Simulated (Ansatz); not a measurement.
HgI (I4/mmm, No. 139), treated with LDA (Ansatz, an electronic-structure program, plane waves, PAW).

Run with plane-wave cutoff 520 eV, 10×10×10 k mesh, Fermi–Dirac smearing 0.01 eV, scalar-relativistic PAW data made under PBE.

Computed at the level's own relaxed cell.

Question: Give the computed c axis length, lattice parameter a, Γ–Γ gap, band gap and bulk modulus.

Answer: 
- c axis length: 11.570 Å
- lattice parameter a: 4.698 Å
- Γ–Γ gap: 4.21 eV
- band gap: 0.92 eV (on the SCF k mesh)
- bulk modulus: 23.5 GPa

Note: the bulk modulus is −V dP/dV from two relaxed cells at ±2 % in volume; the volume lies 10 % below that of the published cell.

Spin–orbit coupling is not included; with these elements it can move the gap by several tenths of an eV or more.

Static lattice: no zero-point or thermal effects.
